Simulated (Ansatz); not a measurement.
Coupled-cluster diagnostics for Si₂H₃⁻ (the lowest singlet isomer of a short search), Ansatz.

Geometry of the singlet (PBE0-D4/def2-TZVPD):

```xyz
5

Si    0.171   -1.566   -0.669
Si   -0.368    0.444    0.004
H     1.487   -1.447    0.125
H     0.362    1.418    0.896
H    -1.651    1.152   -0.356
```

Correlated methods freeze 10 core orbitals. The structure comes from a short search, and lower isomers may exist.

Geometry of the charge -1 triplet (PBE0-D4/def2-TZVPD):

Cartesian coordinates in Å:
```
Si -1.4075 0.3985 0.5489
Si 0.6795 -0.2305 -0.3014
H -2.3355 -0.6311 -0.1027
H 1.6807 -0.4845 0.8180
H 1.3827 0.9475 -0.9628
```

Geometry of the charge -1 quintet (PBE0-D4/def2-TZVPD):

```tsv
atom	x (Å)	y (Å)	z (Å)
Si1	-1.620	-0.328	-0.075
Si2	0.947	0.321	0.048
H3	-3.099	-0.842	-0.149
H4	2.011	-0.761	0.060
H5	1.760	1.611	0.116
```

(1) Estimate the CCSD(T) correlation energy, the shares of MP2 and (T), T1 and the reference's ⟨S²⟩ for: charge -1, singlet, own geometry in def2-TZVPPD; charge -1, triplet, own geometry in def2-TZVPPD; charge -1, quintet, own geometry in def2-TZVPPD; charge 0, doublet, vertical in def2-TZVPPD; and the rough time on 4 threads of AMD EPYC 7B13 on a shared host.

## Answers

(1) 
```
                           state        basis  correlation (eV)  MP2 share (%)  (T) share (%)     T1  ⟨S²⟩ (pure)  wall time                  remarks
charge -1, singlet, own geometry  def2-TZVPPD            -8.504           83.1            5.3  0.019  0.00 (0.00)        3 s  restricted SCF unstable
charge -1, triplet, own geometry  def2-TZVPPD            -7.713           80.5            4.5  0.028  2.07 (2.00)       10 s                        –
charge -1, quintet, own geometry  def2-TZVPPD            -6.926           79.1            4.1  0.022  6.05 (6.00)      8.5 s                        –
     charge 0, doublet, vertical  def2-TZVPPD            -7.250           80.2            4.0  0.025  0.78 (0.75)      9.5 s                        –
```
Customary marks for T1 are 0.02 (closed shells), 0.045 (open shells) and about 0.05 (3d metals). T1 exceeds 0.02 in 3 of 4 rows and 0.045 in 0; the higher it lies, the less the single-reference result can be trusted.
